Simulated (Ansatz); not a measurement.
**How basis sets differ on PH (SMILES [PH])**

The species is PH (2 atoms), meant as a triplet with charge 0. As SMILES, `[PH]`. The coordinates come from a PBE0-D4/def2-TZVP relaxation.

```xyz
2

P     0.0000    0.0000   -0.0146
H     0.0000    0.0000    1.4137
```

Quantity: the electronic atomisation energy, in eV. The values are calculated. Electronic energies at fixed atoms, without zero-point motion or spin-orbit coupling.

| level | kind | program | value (eV) |
| --- | --- | --- | --- |
| UHF/STO-3G | Hartree–Fock | Ansatz | 2.87 |
| UHF/3-21G | Hartree–Fock | Ansatz | 1.54 |
| UHF/cc-pVDZ | Hartree–Fock | Ansatz | 2.12 |
| UHF/cc-pVTZ | Hartree–Fock | Ansatz | 2.22 |

The values span 1.54 to 2.87 eV.
